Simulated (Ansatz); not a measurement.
## Ansatz (development build ahead of 0.2.0) run

```yaml
crystal:
  periodic: [false, false, false]
  atoms:
    - { symbol: Si, position_ang: [-2.32064, 1.16645, 0.74268] }
    - { symbol: C, position_ang: [-0.50023, 0.99671, 0.82156] }
    - { symbol: O, position_ang: [1.57681, 0.80303, 0.91155] }
basis:
  gaussian: { orbitals: STO-3G }
hamiltonian:
  xc: hf
correlation:
  method: fci
  frozen_orbitals: { C: 1, O: 1, Si: 5 }
```

The input is written out in the form of the current development build from the run's settings.

The run gave:

```json
{
  "Converged": "yes",
  "Reference energy": "-396.38260 hartree",
  "Correlation energy": "-0.32305 hartree",
  "Total energy": "-396.70564 hartree",
  "State": "lowest singlet root, of any spatial symmetry"
}
```

Caution: another spin multiplicity may lie lower.
